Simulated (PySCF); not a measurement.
# EPR parameters of 1,4-naphthoquinone radical anion

Compound: 1,4-naphthoquinone radical anion, C10H6O2 (charge -1 and doublet state).
Numbering: `[O:1]=[C:2]1[CH:3]=[CH:4][C:5](=[O:6])[c:7]2[cH:8][cH:9][cH:10][cH:11][c:12]21` (hydrogens: H13 on C3; H14 on C4; H15 on C8; H16 on C9; H17 on C10; H18 on C11)

Geometry (PBE0-D3(BJ)/def2-SVP, Å), atoms numbered from 1 in this order:
```
atom  x, y, z in Å
O1     1.618   -2.456   -0.608
C2     1.438   -1.251   -0.326
C3     2.511   -0.311   -0.135
C4     2.313    1.018    0.178
C5     1.013    1.611    0.347
O6     0.834    2.816    0.630
C7    -0.118    0.681    0.161
C8    -1.432    1.162    0.307
C9    -2.522    0.325    0.138
C10   -2.320   -1.031   -0.187
C11   -1.034   -1.521   -0.333
C12    0.085   -0.685   -0.163
H13    3.522   -0.715   -0.254
H14    3.164    1.694    0.313
H15   -1.540    2.220    0.558
H16   -3.538    0.714    0.255
H17   -3.181   -1.694   -0.323
H18   -0.830   -2.565   -0.583
```

The hyperfine couplings belong to this conformer and change with its torsions.

Identity: `O=C1C=CC(=O)c2ccccc21` (1,4-naphthoquinone radical anion) [SMILES of the parent framework; charge -1 and doublet state].

Computed, not measured: PySCF, UKS B3LYP, IGLO-III on C O, pcH-1 on H, non-relativistic, mean-field spin-orbit, GIAO. Whether the extra electron is bound in the gas phase wasn't checked; a finite basis holds it in any case. The geometry's basis has no diffuse functions, a weakness for an anion. No stability test was run, so a lower SCF solution isn't excluded. No frequencies were computed at this geometry's level, so the symmetric structure isn't shown to be a minimum.

```
g1, g2, g3                      : 2.00208, 2.00535, 2.00752
g_iso                           : 2.00498
Form of g                       : rhombic: the two nearest values differ by 40 % of g3 − g1
⟨S²⟩                            : 0.7601 (exact 0.7500)
α and β electrons               : 42, 41
HOMO–LUMO gap, α and β orbitals : 3.03, 3.91 eV
```

Isotropic coupling and dipolar principal values T1 to T3, in mT; ρ(0) is the spin density at the nucleus (MHz turned into mT with g_iso):

```
atom  isotope  a_iso     T1     T2    T3  Mulliken spin population  ρ(0) (bohr⁻³)
  O1      17O  -0.70  -2.70   1.34  1.37                      0.24         0.0323
  C2      13C  -0.26  -0.35  -0.21  0.56                      0.08        -0.0065
  C3      13C   0.05  -0.38  -0.36  0.74                      0.11         0.0012
  C4      13C   0.05  -0.38  -0.36  0.74                      0.11         0.0012
  C5      13C  -0.26  -0.35  -0.21  0.56                      0.08        -0.0065
  O6      17O  -0.70  -2.70   1.34  1.37                      0.24         0.0323
  C7      13C  -0.07  -0.15  -0.14  0.29                      0.06        -0.0018
  C8      13C  -0.10  -0.02  -0.01  0.03                      0.00        -0.0025
  C9      13C   0.04  -0.08  -0.07  0.14                      0.03         0.0009
 C10      13C   0.04  -0.08  -0.07  0.14                      0.03         0.0009
 C11      13C  -0.10  -0.02  -0.01  0.03                      0.00        -0.0025
 C12      13C  -0.07  -0.15  -0.14  0.29                      0.06        -0.0018
 H13       1H  -0.33  -0.18  -0.08  0.25                     -0.01        -0.0021
 H14       1H  -0.33  -0.18  -0.08  0.25                     -0.01        -0.0020
 H15       1H  -0.01  -0.07  -0.03  0.10                      0.00        -0.0001
 H16       1H  -0.07  -0.05  -0.02  0.07                      0.00        -0.0004
 H17       1H  -0.07  -0.05  -0.02  0.07                      0.00        -0.0004
 H18       1H  -0.01  -0.07  -0.03  0.10                      0.00         0.0000
```

The largest Mulliken spin populations are on O1 (+0.24), O6 (+0.24), C3 (+0.11) and C4 (+0.11).

Axes: g1 is normal to the molecular plane and g3 points within 1° of the O1–C2 bond.

Under fast tumbling the dipolar parts average out, and these isotropic splittings remain: 2 × 1H (H13/H14, I = 1/2, 3 lines) with 0.33 mT and 2 × 1H (H16/H17, I = 1/2, 3 lines) with 0.07 mT.

The 13C coupling of C2/C5 (mean -7.3 MHz) shows only in satellite lines or after enrichment, since that isotope makes up about 1.07 % of natural carbon.

The 17O coupling of O1/O6 (mean -19.6 MHz) shows only in satellite lines or after enrichment, since that isotope makes up about 0.038 % of natural oxygen.

The spin density at the nucleus, in bohr⁻³, is negative for C2/C5 (-0.0065), C8/C11 (-0.0025) and H13/H14 (-0.0021), for instance. A restricted open-shell determinant has no negative spin density anywhere; here it arises because α and β orbitals differ (spin polarisation).
